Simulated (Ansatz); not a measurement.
## doublet NH(-): levels of theory in one basis

```xyz
2

N    -0.0089   -0.0492   -0.5339
H    -0.0012    0.0351    0.4988
```

Basis set: def2-SVP (spherical functions). Frozen core: 1 orbital. Correlation on ROHF uses semicanonical orbitals with singles. Charge -1, multiplicity 2.

Computed with Ansatz (development build ahead of 0.2.0); each method stands on the lowest determinant of its kind that the runs found.

| method | E − E(ROHF) (eV) | <S²> of the determinant |
| --- | --- | --- |
| ROHF | 0.00 | – |
| UHF | -0.09 | 0.76 |
| ROHF-MP2 | -3.85 | – |
| UHF-MP2 | -3.85 | 0.76 |

Question: What does ROHF-CCSD(T) give on the same scale?

Answer: -4.34 eV.

Question: Is a single determinant a sound starting point here?

Answer: By this sign, yes. Unrestricted orbitals gain 0.09 eV and <S²> is 0.76 against 0.75 for a pure state.

Caution: no diffuse functions for an anion.
